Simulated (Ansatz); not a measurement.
Dissociation curves of [NH4]+ (ammonium)

[NH4]+: 5 atoms, total charge +1, spin state singlet. As SMILES, `[NH4+]`. The shape is that of a GFN2-xTB optimisation.

```xyz
5

N     0.0001    0.0001    0.0000
H     0.4559   -0.4507    0.8056
H    -0.9779    0.2175    0.2366
H     0.0241   -0.6373   -0.8082
H     0.4979    0.8705   -0.2340
```

The N1–H2 distance is scanned; the parts on either side stay rigid. Basis 3-21G, 1 core orbital frozen in the correlated methods; program Ansatz 0.2.0. FCI is exact within this basis and core. Energies in eV from each method's value at 1.030 Å; methods without a U are spin-restricted. The shape above is that at 1.030 Å.

```json
{"distance (Å)": "1.024", "PBE": "0.02", "BLYP": "0.02", "r2SCAN": "0.01", "PBE0": "0.01", "HSE06": "0.01", "CCSD": "0.01", "CCSDT(Q)": "0.01", "FCI": "0.01"}
{"distance (Å)": "1.030", "PBE": "0.00", "BLYP": "0.00", "r2SCAN": "0.00", "PBE0": "0.00", "HSE06": "0.00", "CCSD": "0.00", "CCSDT(Q)": "0.00", "FCI": "0.00"}
{"distance (Å)": "1.279", "PBE": "0.66", "BLYP": "0.65", "r2SCAN": "0.73", "PBE0": "0.75", "HSE06": "0.75", "CCSD": "0.72", "CCSDT(Q)": "0.71", "FCI": "0.71"}
{"distance (Å)": "1.287", "PBE": "0.69", "BLYP": "0.67", "r2SCAN": "0.76", "PBE0": "0.78", "HSE06": "0.78", "CCSD": "0.75", "CCSDT(Q)": "0.74", "FCI": "0.74"}
{"distance (Å)": "1.535", "PBE": "1.94", "BLYP": "1.90", "r2SCAN": "2.07", "PBE0": "2.12", "HSE06": "2.12", "CCSD": "2.03", "CCSDT(Q)": "2.00", "FCI": "2.00"}
{"distance (Å)": "1.544", "PBE": "1.98", "BLYP": "1.93", "r2SCAN": "2.11", "PBE0": "2.17", "HSE06": "2.17", "CCSD": "2.07", "CCSDT(Q)": "2.04", "FCI": "2.04"}
{"distance (Å)": "2.047", "PBE": "4.21", "BLYP": "4.10", "r2SCAN": "4.44", "PBE0": "4.58", "HSE06": "4.58", "CCSD": "4.30", "CCSDT(Q)": "4.21", "FCI": "4.21"}
{"distance (Å)": "2.059", "PBE": "4.24", "BLYP": "4.13", "r2SCAN": "4.48", "PBE0": "4.63", "HSE06": "4.62", "CCSD": "4.34", "CCSDT(Q)": "4.24", "FCI": "4.24"}
{"distance (Å)": "2.559", "PBE": "5.56", "BLYP": "5.42", "r2SCAN": "5.88", "PBE0": "6.12", "HSE06": "6.11", "CCSD": "5.57", "CCSDT(Q)": "5.36", "FCI": "5.37"}
{"distance (Å)": "2.574", "PBE": "5.58", "BLYP": "5.43", "r2SCAN": "5.91", "PBE0": "6.15", "HSE06": "6.14", "CCSD": "5.58", "CCSDT(Q)": "5.36", "FCI": "5.37"}
```

Departure from the FCI curve at its largest: PBE +0.20 eV at 2.57 Å; BLYP -0.11 eV at 2.06 Å; r2SCAN +0.53 eV at 2.57 Å; PBE0 +0.78 eV at 2.57 Å; HSE06 +0.76 eV at 2.57 Å; CCSD +0.21 eV at 2.57 Å; CCSDT(Q) -0.01 eV at 2.57 Å. For the functionals part of the departure is owed to the small basis.
